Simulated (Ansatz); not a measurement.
# BH6NO: the cost of one run

Method: RKS LDA/def2-SVP, in Ansatz 0.2.0.

### Step 1. The structure to begin with

Bond lengths: B1–O2 1.760 Å, O2–H3 1.010 Å, B1–N4 1.550 Å, N4–H5 1.060 Å, N4–H6 1.060 Å, B1–H7 1.190 Å. Angles: B1–O2–H3 109.5°, O2–B1–N4 120.0°, O2–B1–H7 120.0°, N4–B1–H7 120.0°, B1–N4–H5 120.0°, B1–N4–H6 120.0°, H5–N4–H6 120.0°.

As a file:

```xyz
9

B     0.0000    0.0000    0.0000
O     0.0000    0.0000    1.7600
H    -0.9095   -0.2814    2.0971
N     1.3423    0.0000   -0.7750
H     1.8089   -0.9179   -1.0268
H     1.7937    0.9179   -1.0532
H    -1.0305    0.0000   -0.5950
H     0.0668    1.4124    0.4698
H     0.0544    1.1498    1.3187
```

### Step 2. Pulling towards end A

Springs on the bonds that form and break draw the guess towards this end; the thresholds are loose.

input.yaml

```yaml
crystal:
  periodic: [false, false, false]
  atoms:
    - { symbol: B, position_ang: [0.0, 0.0, 0.0] }
    - { symbol: O, position_ang: [0.0, 0.0, 1.76] }
    - { symbol: H, position_ang: [-0.9095, -0.2814, 2.0971] }
    - { symbol: "N", position_ang: [1.3423, 0.0, -0.775] }
    - { symbol: H, position_ang: [1.8089, -0.9179, -1.0268] }
    - { symbol: H, position_ang: [1.7937, 0.9179, -1.0532] }
    - { symbol: H, position_ang: [-1.0305, 0.0, -0.595] }
    - { symbol: H, position_ang: [0.0668, 1.4124, 0.4698] }
    - { symbol: H, position_ang: [0.0544, 1.1498, 1.3187] }
basis:
  gaussian: { orbitals: def2-SVP }
hamiltonian:
  xc: lda
relax:
  f_tol: 0.15
  max_steps: 25
  restrain:
    - { distance: [0, 7], at: 2.39, k: 30.0 }
    - { distance: [8, 1], at: 2.21, k: 30.0 }
    - { distance: [0, 1], at: 1.41, k: 30.0 }
    - { distance: [8, 7], at: 0.66, k: 30.0 }
```

Started as:

```sh
$ ansatz run input.yaml --threads 1 --pin off --max-ram 2048MiB --backend cpu --events-out ev --progress --plain --runs-dir out
```

**Question.** How long does this run take on 1 thread of Arm Neoverse V2, shared host, and how much memory does it need?

About 15 s, with a peak of 0.13 GiB.
